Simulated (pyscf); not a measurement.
Optimised with ωB97X-D3(BJ)/def2-SVP in PySCF.

Q: H₂O (SMILES O) + H₂N–B(F)–F (SMILES NB(F)F) → HO–B(F)–F (SMILES OB(F)F) + NH₃ (SMILES N)
Surface: singlet. Broken: H–O, B–N. Formed: B–O, H–N. Give ΔE‡ and ΔE from M06-2X/def2-TZVP, relative to the separated reactants.

A: ΔE‡ = 0.40 eV, ΔE = -0.20 eV. CCSD(T)/def2-TZVPP + ΔMP2(QZVPP) gives 0.58 eV and -0.17 eV. Zero-point energy shifts the barrier by +0.03 eV. It is a four-centre exchange, with an imaginary mode of 1273i cm⁻¹. On the product side the descent ends in an adduct with a B–N contact, 0.65 eV under the separated species and 1.31 eV under the saddle at ωB97X-D3(BJ)/def2-TZVP. What is counted as broken (B–N) persists as a longer contact in the product adduct; parting that adduct is a step of its own. The reactants may also form a dative adduct at H₂N–B(F)–F; it and routes through it were not searched. At ωB97X-D3(BJ) the barrier from the zero used here is 0.48 eV. This is the saddle that the search found; another between the same sides may lie lower. The CCSD(T) − MP2 part came from Ansatz, without density fitting, on the same reference.
